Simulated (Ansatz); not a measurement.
Computed with Ansatz on PBE0-D4/def2-TZVP structures; ΔE is electronic, products minus reactants. CBS: def2 TZ/QZ extrapolation, frozen cores. Functionals use def2-TZVPP. Each species was taken in one conformer, which may not be the lowest.

Consider the ligand exchange at a B–Cl bond: `SBCl` + H–F → `FBS` + HCl.

`SBCl`:

```xyz
5

S    -1.328    0.089    0.170
B     0.450    0.069    0.135
Cl    1.319    0.762    1.481
H    -1.500   -0.522   -1.014
H     1.059   -0.399   -0.772
```

H–F:

```xyz
2

F     0.115    0.400    0.195
H    -0.115   -0.400   -0.195
```

`FBS`:

Cartesian coordinates in Å:
```
F 1.590 -0.246 -0.779
B 0.502 0.148 -0.139
S -0.896 -0.975 -0.089
H 0.482 1.224 0.379
H -1.677 -0.152 0.627
```

HCl:

Cartesian coordinates in Å:
```
Cl -0.311 0.351 0.435
H 0.311 -0.351 -0.435
```

```tsv
level	ΔE (kJ/mol)	difference from CCSD(T)/CBS
revPBE-D4	-37.2	4.5
BLYP-D4	-48.6	-6.9
PBE0-D4	-40.7	1.0
r2SCAN0-D4	-45.6	-3.9
CAM-B3LYP-D4	-54.8	-13.1
revPBE	-43.2	-1.5
PBE0	-43.2	-1.5
r2SCANh	-47.1	-5.4
r2SCAN0	-46.4	-4.7
LC-ωPBE	-48.7	-7.0
MP2/def2-TZVPP	-38.4	3.3
SCS-MP2/def2-TZVPP	-44.7	-3.0
CCSD(T)/def2-TZVPP	-45.6	-3.9
MP2/def2-QZVPP	-35.9	5.8
CCSD(T)/def2-QZVPP	-43.6	-1.9
HF/CBS(def2)	-63.1	-21.4
CCSD(T)/CBS	-41.7	0
```

(1) What do rigid-rotor, harmonic-oscillator terms from PBE0-D4/def2-TZVP frequencies (298.15 K, 1 bar) make of the CCSD(T)/CBS value? (Best estimate.)

Largest T1 diagnostic among the species: 0.014.

Answers

(1) Ansatz gave: ΔZPE = -3.3 kJ/mol, ΔH = -45.5 kJ/mol, ΔS = 2 J/(mol·K), ΔG = -46.1 kJ/mol.

Leaving LDA and LC-ωPBE aside and taking each functional with its dispersion term where it has one, the values spread over 17.6 kJ/mol, from CAM-B3LYP-D4 to revPBE-D4. In def2-TZVPP, CCSD(T) changes the Hartree–Fock value by +16.7 kJ/mol (the triples alone add +3.0 kJ/mol) and MP2 by +24.0 kJ/mol. At CCSD(T), def2-SVP lies −13.9 kJ/mol from the extrapolated value and def2-TZVPP −3.9 kJ/mol.
